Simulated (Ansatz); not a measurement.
H6N2Si, SMILES `N[SiH2]N`, relaxed with RKS PBE-D4/def2-SVP in Ansatz from a rough embedded geometry. The force threshold is 0.03 eV/Å; the program also tests the step.

The species carries charge 0 and has multiplicity 1.

Start:

```xyz
9

N     0.535    0.275    0.989
Si   -0.602   -0.353   -0.031
N     0.020    0.386   -1.393
H     1.328   -0.319    1.002
H     0.152    0.219    1.992
H    -1.960    0.159    0.284
H    -0.418   -1.834   -0.067
H     0.971    0.085   -1.498
H    -0.027    1.382   -1.277
```

(1) By how much does the energy fall, and how many steps does the optimiser take? (An estimate is asked.)

(2) Which bonds change most? (Estimate.)

(3) Give the relaxed structure. (Best estimate.)

Results:

(1) The calculation gave: 1.20 eV, in 19 steps, 3 of them rejected.

(2) The calculation gave: N1–Si2 from 1.651 to 1.738 Å; Si2–N3 from 1.669 to 1.738 Å; N1–H5 from 1.075 to 1.022 Å; N1–H4 from 0.991 to 1.023 Å.

(3) Ansatz gave: 
```xyz
9

N     0.459    0.195    1.393
Si   -0.409   -0.370   -0.003
N     0.252    0.446   -1.388
H     1.469    0.048    1.460
H     0.016    0.140    2.312
H    -1.854   -0.114    0.370
H    -0.301   -1.831   -0.385
H     0.158    0.017   -2.311
H     0.209    1.467   -1.448
```
